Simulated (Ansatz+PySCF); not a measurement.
Results of a calculation; reference values are marked as such.
## Several solutions for singlet CHO₂(-)

```xyz
4

C    -0.0042   -0.0088   -0.3075
O     0.0040    1.1261    0.2136
O    -0.0036   -1.1248    0.2126
H     0.0013   -0.0007   -1.4829
```

Basis set: def2-SVP (spherical functions). Charge -1, multiplicity 1.

CASSCF(4,3) was run from several starts with Ansatz (development build ahead of 0.2.0) and PySCF 2.14.0. The starts are those of the Hartree–Fock orbitals from which the active space was taken at the frontier.

| run | program | start | converged | energy (hartree) | <S²> |
| --- | --- | --- | --- | --- | --- |
| A | Ansatz | atomic start, no search | yes | -188.05364 | 0.00 |
| B | Ansatz | stability test followed | yes | -188.05364 | 0.00 |
| C | PySCF | program defaults | yes | -188.05364 | 0.00 |
| D | Ansatz | search for the lowest state | yes | -188.05934 | 0.00 |

Task: Which runs reached the lowest solution of this kind, and what is wrong with the others?

Result: D reached the lowest solution found. Converged but too high: A by 0.16 eV, B by 0.16 eV, C by 0.16 eV. Convergence only shows a stationary point; in CASSCF the end hangs on which orbitals enter the active space. Caution: no diffuse functions for an anion. Caution: other starts end on other solutions of this active space.
